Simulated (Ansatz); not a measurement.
hcp Be, treated with rVV10 (plane waves, PAW; Ansatz, a program for electronic structure).

Input:

Ansatz 0.2 input:
```yaml
crystal:
  lattice:
    - [1.133717996, -1.9636571706, 0.0]
    - [1.133717996, 1.9636571706, 0.0]
    - [0.0, 0.0, 3.5731308936]
  atoms:
    - { symbol: Be, position: [0.3333333333, 0.6666666667, 0.25] }
    - { symbol: Be, position: [0.6666666667, 0.3333333333, 0.75] }
basis:
  ecutwfc: 520
  ecutrho_ratio: 4
  xc_grid: 2
kpoints:
  mp_grid: { grid: [30, 30, 16] }
hamiltonian:
  xc: { exchange: rpw86, correlation: pbe }
  dispersion: rvv10
  pseudopotentials: { kind: paw }
scf:
  occupations: { method: fermi_dirac, width: 0.05 }
output:
  forces: true
  stress: true
  eigenvalues: true
relax:
  f_tol: 0.004
  escape_saddle: false
  max_steps: 80
  cell: { stress_tol: 0.02, fix: [volume] }
```

From the output:

```
Relaxation: its limit of steps is 80 (relax.max_steps)
Crystal: 2 atoms, lattice volume = 15.909 Å³
Basis set: ecut = 520 eV, 439 PW (Γ), exchange–correlation on 36×36×54 points (8 copies of the dense FFT grid, shifted against one another)
Bands: 6, of which v1, the nominal top of the filled ones, is band 2 counted from 1 (1 counted from 0)
Symmetry: 24 space group operations
Space group: P63/mmc (ITA 194), of the structure as read, at distance tolerance 2.5e-5 Å
k-points: 819 of 14400
Functional: x = rpw86, c = pbe(β = 0.06672455060314922) + rvv10(b = 6.3, C = 0.0093)
SCF iter   1: F=—  HF=-188.991233 eV  |F-HF|=—  |Δ(HF+E_count)|=         —  Δρ=2.24e-3  dr2=5.32e-4
SCF iter   2: F=—  HF=-188.991553 eV  |F-HF|=—  |Δ(HF+E_count)|=   3.20e-4  Δρ=1.36e-3  dr2=2.00e-4
  ...
SCF 1 converged in 6 iterations: F = -188.991515 eV  dr2 = 1.46e-13
Crystal: 2 atoms, lattice volume = 15.909 Å³
Initial density: handed on by an earlier stage of this run
SCF 2 converged in 2 iterations: F = -188.991524 eV  dr2 = 7.43e-8
Crystal: 2 atoms, lattice volume = 15.909 Å³
SCF iter   3: F=—  HF=-188.991524 eV  |F-HF|=—  |Δ(HF+E_count)|=   3.84e-9  Δρ=2.80e-7  dr2=3.61e-12
SCF iter   4: F=-188.991524 eV  HF=-188.991524 eV  |F-HF|=5.68e-14  |Δ(HF+E_count)|=  8.53e-12  Δρ=2.83e-8  dr2=6.00e-14
SCF 3 converged in 4 iterations: F = -188.991524 eV  dr2 = 6.00e-14
SCF converged after 4 iterations
Free energy (F): -188.991524 eV
Internal energy: -188.990761 eV  (E = F + TS)
E sigma→0 (E₀):  -188.991142 eV
Fermi energy:    8.007444 eV
--- Forces (eV/Å), atoms counted from 1 ---
  atom   1  Be    -0.00000000     0.00000000     0.00000000
  atom   2  Be     0.00000000    -0.00000000    -0.00000000
--- Stress (GPa, compression-positive) ---
       -2.411926      -0.000000      -0.000000
       -0.000000      -2.411926       0.000000
       -0.000000       0.000000      -2.429056
  P = ⅓ Tr σ = -2.4176 GPa (-24.176 kbar)
```

The cell is one volume of an energy–volume scan, off the minimum.

The PAW data were made under PBE.
